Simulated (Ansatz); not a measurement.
Cost and result up the ladder for PPPP tetrahedron (P4) (4 atoms). Total charge 0; singlet. Geometry: PBE0-D4/def2-TZVP.

Cartesian coordinates in Å:
```
P -0.398 0.862 0.942
P 0.821 0.621 -0.854
P -1.067 -0.460 -0.663
P 0.644 -1.022 0.574
```

Ansatz on 4 threads of Arm Neoverse V1 on a shared host. Times are rough, and most runs start from the orbitals of an earlier one. ωB97M-V/def2-TZVP serves as the yardstick here, not as an exact answer. Differences are given only for rows in sets of like size (and for xTB, whose basis is part of the method), since another set adds its own error. Binding counts from free atoms at the same level (P quartet; other spins of the atoms weren't run), without zero-point energy or a counterpoise term.

B3LYP takes the VWN-RPA correlation. Correlated methods freeze 20 core orbitals.

Correlated methods converge slowly with the basis.

| level | functions | wall time | binding energy per atom (eV) | difference from ωB97M-V/def2-TZVP (eV) |
| --- | --- | --- | --- | --- |
| HF/STO-3G | 36 | 0.1 s | 1.19 | – |
| HF/6-31G | 52 | 0.2 s | -0.62 | – |
| B3LYP-D4/6-31G | 52 | 0.45 s | 1.70 | – |
| PBE-D4/def2-SVP | 72 | 0.5 s | 3.25 | – |
| PBE0-D4/def2-SVP | 72 | 0.5 s | 3.04 | – |
| MP2/def2-TZVP | 148 | 0.95 s | 3.01 | -0.23 |
| BLYP-D4/def2-TZVP | 148 | 1 s | 3.22 | -0.01 |
| PBE0-D4/def2-TZVP | 148 | 1.2 s | 3.24 | 0.01 |
| B3LYP-D4/def2-TZVP | 148 | 1.3 s | 3.14 | -0.09 |
| RPA@PBE/def2-TZVP | 148 | 1.8 s | 2.83 | -0.40 |
| PBE-QIDH/def2-TZVP | 148 | 2.5 s | 3.11 | -0.12 |
| B97M-V/def2-TZVP | 148 | 3.8 s | 3.44 | 0.20 |
| ωB97M-V/def2-TZVP | 148 | 4.1 s | 3.23 | 0.00 |
| CCSD(T)/def2-TZVPP | 168 | 9.5 s | 2.83 | -0.40 |
